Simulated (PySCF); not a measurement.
sulfur dioxide anion (O2S), SMILES O=S=O (connectivity only; charge and spin as stated), charge -1, multiplicity 2.

Geometry optimised at r2SCAN-D4/def2-TZVPD. The multiplicity is an assumed one; other spin states were not compared.

These are PySCF with PBE/def2-TZVPD values and carry that method's errors.

 A positive occupied level means that this level leaves the electron formally unbound; only the finite basis holds it.

```json
{
  "total_energy": "-548.45022 hartree",
  "point_group": "C2v",
  "α spin, highest occupied and lowest empty level": "2.07 and 3.86 eV",
  "β spin, highest occupied and lowest empty level": "-0.68 and 3.09 eV",
  "dipole_moment_about_the_centre_of_nuclear_charge": "1.06 D",
  "mean_static_polarisability": "49.4 bohr³ (7.32 Å³)",
  "polarisability_principal_values": "47.2, 49.1, 52.0 bohr³",
  "⟨S²⟩": "0.753 (pure state 0.75)"
}
```
